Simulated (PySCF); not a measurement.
## Nuclear quadrupole coupling in (NaH)2 ring

(NaH)2 ring, Na2H2.
Structure used (PBE0-D3(BJ)/def2-SVP), in Å, numbered top down from 1:
```
atom  x, y, z in Å
Na1    1.1004    0.6159   -0.6298
H2    -0.6867    1.4084    0.1770
Na3   -1.1005   -0.6159    0.6299
H4     0.6868   -1.4083   -0.1771
```

Field gradients from the PBE0/pcSseg-1 density (PySCF, non-relativistic), principal values in atomic units, ordered |Vxx| ≤ |Vyy| ≤ |Vzz|:

| atom | Vxx | Vyy | Vzz |
| --- | --- | --- | --- |
| Na1 | 0.0510 | 0.2232 | -0.2742 |
| Na3 | 0.0509 | 0.2231 | -0.2741 |

Question: Find the asymmetry η = (Vxx − Vyy)/Vzz and the couplings χ = eQV/h (234.96 MHz × Q in barn × V in au), with Q(23Na) = 0.104 b.

Answer: 
```json
{"atom": "Na1", "environment": "sodium bonded to 2 H", "nucleus": "23Na", "η": "0.63", "χzz (MHz)": "-6.70", "χxx (MHz)": "1.25", "χyy (MHz)": "5.45"}
{"atom": "Na3", "environment": "sodium bonded to 2 H", "nucleus": "23Na", "η": "0.63", "χzz (MHz)": "-6.70", "χxx (MHz)": "1.24", "χyy (MHz)": "5.45"}
```

Question: What is Vzz at Na1 in SI units (1 au = 9.71736 × 10²¹ V/m²)?

Answer: -0.2742 au = -2.664 × 10²¹ V/m².

Question: What couplings would deuterons (Q(2H) = 0.00286 b) have in place of the hydrogens, at this geometry?

Answer: 
```tsv
atom	bonded to	bond length (Å)	Vzz (au)	η	χzz (kHz)
H2	Na1 Na3	2.115/2.115	-0.0250	0.04	-17
H4	Na1 Na3	2.115/2.115	-0.0250	0.04	-17
```

Isolated species at its PBE0-D3(BJ)/def2-SVP geometry, gas phase. These gradients aren't converged with respect to the basis.

These values come from a run that also computed NMR shieldings. On one thread, x86-64 server, no GPU (shared host), this took 2.1 s of wall time.
